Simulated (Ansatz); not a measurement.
**B2 (triplet): the correlation ladder at distance B1–B2 = 2.897 Å, cc-pVDZ**

How much of the correlation energy of B2 (triplet) does each wave-function method recover here?

Computed with Ansatz 0.2.0, Gaussian basis. Level: cc-pVDZ, core rule «outside noble gas», up to 2 orbitals frozen.

To be run: UHF; CCSD(T) on ROHF; CCSD(T) on UHF; BCCD(T) on ROHF; CISD; CCSDT(Q) on ROHF; CCSDT(Q) on UHF; CISDTQ; CASSCF and MRCISD+Q, 4 electrons in 4 orbitals; CASSCF and NEVPT2, 4 electrons in 4 orbitals; CASSCF and MRCISD+Q, 6 electrons in 8 orbitals; CASSCF and NEVPT2, 6 electrons in 8 orbitals; Full CI; Full CI in the symmetry of the determinant.

16 further runs of the same task are left out: 8 that didn't finish, 8 set aside as unsound or not needed.

**1. The system**

The geometry derives from a PBE0/def2-TZVP stationary point (not a proven minimum). One bond is set to the value named and the two fragments are kept rigid.

2 atoms, charge 0, spin multiplicity 3.

Atoms are counted from 1 here; the program's logs count them from 0.

No contacts short enough for the rule that draws bonds.

**2. UHF**

The input, in.yaml:

```yaml
crystal:
  periodic: [false, false, false]
  atoms:
    - {symbol: B, position_ang: [0.000000, 0.000000, 0.000000]}
    - {symbol: B, position_ang: [0.000000, 0.000000, 2.897000]}
basis:
  gaussian: {orbitals: cc-pVDZ}
magnetization: {spin_polarized: true, initial_magnetization: 2}
hamiltonian: {xc: hf}
output: {orbitals: {seedname: orbitals}}
```

The run is started by

```sh
ansatz run in.yaml --threads 1 --pin off --events-out ev --progress --plain --max-ram 2393MiB
```

After this run come: CCSD(T) on ROHF; CCSD(T) on UHF; BCCD(T) on ROHF; CISD; CCSDT(Q) on ROHF; CCSDT(Q) on UHF; CISDTQ; CASSCF and MRCISD+Q, 4 electrons in 4 orbitals; CASSCF and NEVPT2, 4 electrons in 4 orbitals; CASSCF and MRCISD+Q, 6 electrons in 8 orbitals; CASSCF and NEVPT2, 6 electrons in 8 orbitals; Full CI; Full CI in the symmetry of the determinant.

**Question.** What will the summary of the whole plan be? Wanted: FCI below the RHF energy; RMP2 from FCI; UMP2 from FCI; RCCSD from FCI; RCCSD(T) from FCI; UCCSD(T) from FCI; RCCSDT(Q) from FCI; UCCSDT(Q) from FCI; NEVPT2 pair from FCI.

As calculated:

| quantity | value |
| --- | --- |
| FCI below the RHF energy | -3.8807 eV |
| RMP2 from FCI | +1728.7 meV |
| UMP2 from FCI | +1582.1 meV |
| RCCSD from FCI | +407.0 meV |
| RCCSD(T) from FCI | +135.5 meV |
| UCCSD(T) from FCI | +216.5 meV |
| RCCSDT(Q) from FCI | +2.3 meV |
| UCCSDT(Q) from FCI | +0.7 meV |
| NEVPT2 pair from FCI | +1446.9 meV |
| NEVPT2 valence from FCI | +459.0 meV |
| MRCISD+Q valence from FCI | -21.6 meV |
| levels within 1 kcal/mol (43 meV) | RCCSDT, UCCSDT, CISDTQ, RCCSDT(Q), UCCSDT(Q), MRCISD+Q valence |
| T1 diagnostic | 0.033 |
| effectively unpaired electrons | 2.26 |

What this shows: RCCSD(T) lands +135.5 meV from the yardstick (3.5 % of the correlation energy). CCSD(T) misses by +135.5 meV on the restricted determinant and by +216.5 meV on the unrestricted one; the two need not hold the same state or core. MRCISD+Q valence falls below full CI: the +Q correction isn't variational, and the cores differ from full CI's. The occupations show some static correlation. Of the multireference levels listed MRCISD+Q valence comes nearest in total energy (-21.6 meV), which doesn't show that its space is the better one. Coupled cluster took another determinant than the lowest Hartree-Fock one. These misses are within one basis, not against nature; the frozen cores of restricted and unrestricted runs differ, which can shift their rows.
